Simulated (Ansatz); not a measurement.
C₃HN, SMILES `C#CC#N`: measurement beside calculation (Ansatz, PBE0-D4/def2-TZVP geometry).

```xyz
5

C    -0.087   -0.955    0.857
C    -0.006   -0.063    0.056
C     0.087    0.954   -0.855
N     0.164    1.812   -1.623
H    -0.159   -1.747    1.566
```

Measured: 4549.058614 ± 3e-05 MHz (B0, vibrational ground state, main isotopologue, millimetre/submillimetre rotational spectroscopy, global fit); 4549.058558 ± 4e-05 MHz (B0, ground vibrational state, main isotopologue, rotational spectroscopy, quoted experimental value); 4549.059 MHz (B0, ground vibrational state, rotational spectroscopy (quoted)). Source: Rotational and high-resolution infrared spectrum of HC$_3$N: global ro-vibrational analysis and improved line catalogue for astrophysical observations, 2017 (arxiv:1711.08592); Discovery of HC3O+ in space: The chemistry of O-bearing species in TMC-1, 2020 (arxiv:2010.04419); Descendant of the X-ogen carrier and a "mass of 69": Infrared action spectroscopic detection of HC$_3$O$^+$ and HC$_3$S$^+$, 2020 (arxiv:2005.11515).

```json
{"constant": "B", "measured (MHz)": "4549", "computed (MHz)": "4593", "error (%)": "1.0"}
{"constant": "B", "measured (MHz)": "4549", "computed (MHz)": "4593", "error (%)": "1.0"}
{"constant": "B", "measured (MHz)": "4549", "computed (MHz)": "4593", "error (%)": "1.0"}
```

Computed constants are equilibrium values for the main isotopes; measured ground-state ones include zero-point motion, which usually lowers them by up to about 1 %.

Measured: 663.36848 ± 3e-05 cm⁻¹ (HC3N (main isotopologue) nu5 fundamental, CCH bending, Pi, high-resolution infrared spectroscopy); 878.312 ± 0.017 cm⁻¹ (nu4 fundamental (Sigma+ stretch), G_v deperturbed from anharmonic resonances with 2nu6, nu5+nu7 and 4nu7, high-resolution FTIR and rotational spectroscopy, global fit); 663.368484 ± 3.1e-05 cm⁻¹ (nu5 fundamental (Pi bend), G_v deperturbed from resonance with 3nu7, high-resolution FTIR and rotational spectroscopy, global fit); 498.733806 ± 2.6e-05 cm⁻¹ (nu6 fundamental (Pi bend), G_v excluding the l-dependent x_L term, high-resolution FTIR and rotational spectroscopy, global fit); 3327 cm⁻¹ (nu1 (sigma) C-H stretch, fundamental, infrared spectroscopy (quoted)); 2274 cm⁻¹ (nu2 (sigma) C-N triple bond stretch, fundamental, infrared spectroscopy (quoted)); 2079 cm⁻¹ (nu3 (sigma) C-C triple bond stretch, fundamental, infrared spectroscopy (quoted)); 663.2 cm⁻¹ (nu5 (pi) C-C-H bending, fundamental, infrared spectroscopy (quoted)). Source: Extensive ro-vibrational analysis of deuterated-cyanoacetylene (DC$_3$N) from millimeter-wavelengths to the infrared domain, 2020 (arxiv:2007.09995); Rotational and high-resolution infrared spectrum of HC$_3$N: global ro-vibrational analysis and improved line catalogue for astrophysical observations, 2017 (arxiv:1711.08592); Descendant of the X-ogen carrier and a "mass of 69": Infrared action spectroscopic detection of HC$_3$O$^+$ and HC$_3$S$^+$, 2020 (arxiv:2005.11515).

Harmonic PBE0-D4 wavenumbers (cm⁻¹, unscaled): 243, 243, 553, 553, 714, 714, 911, 2193, 2401, 3475. Fundamentals include anharmonicity and usually lie a few per cent under these; harmonic values from spectra compare directly.
